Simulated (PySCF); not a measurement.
# Boron: a sound run and one with changed settings

Sound run: B [He] 2s2 2p1, B⁺ [He] 2s2. All numbers are calculated (PySCF 2.14, the spin-free X2C one-electron Hamiltonian (Gaussian nucleus), in aug-cc-pVDZ-DK). The sound run starts from symmetry-adapted Hartree-Fock orbitals and uses a fine grid where one is needed.

Changed run: radial step 0.3 in ln r (0.13 in the sound run). This setting is unsound on purpose.

```tsv
species	method	sound run (hartree)	changed run (hartree)	converged
B	UHF	-24.53730	-24.53730	yes
B	B3LYP	-24.66856	-24.66862	yes
B	r2SCAN	-24.64158	-24.64152	yes
B⁺	UHF	-24.24184	-24.24184	yes
B⁺	B3LYP	-24.34658	-24.34675	yes
B⁺	r2SCAN	-24.31936	-24.31696	yes
```

Ionisation energy of B:

| method | sound run (eV) | changed run (eV) |
| --- | --- | --- |
| UHF | 8.040 | 8.040 |
| B3LYP | 8.762 | 8.758 |
| r2SCAN | 8.768 | 8.832 |

A coarse radial grid mis-integrates the density and the exchange-correlation energy, with errors of either sign; Hartree-Fock needs no grid.

For comparison, NIST gives 8.298 eV between the lowest levels.
